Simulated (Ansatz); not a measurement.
A run of Ansatz (development build ahead of 0.2.0) on singlet H₂O at this shape:

```xyz
3

O     0.0000    0.0000    0.0000
H     0.0000    1.8925    1.4675
H     0.0000   -1.8925    1.4675
```

Its results:

```json
{"Converged": "yes", "Total energy": "-75.81112 hartree", "Spin squared of the determinant": "1.962", "Stability test": "minimum"}
```

Q: Which input gives this output? Name the method, the orbitals and the basis set, and write the input.

A: UHF in pcseg-2.

```yaml
crystal:
  periodic: [false, false, false]
  atoms:
    - { symbol: O, position_ang: [0.0, 0.0, 0.0] }
    - { symbol: H, position_ang: [0.0, 1.8925, 1.4675] }
    - { symbol: H, position_ang: [0.0, -1.8925, 1.4675] }
basis:
  gaussian: { orbitals: pcseg-2 }
magnetization:
  spin_polarized: true
hamiltonian:
  xc: hf
```

Caution: the unrestricted determinant is a mixture of spin states.
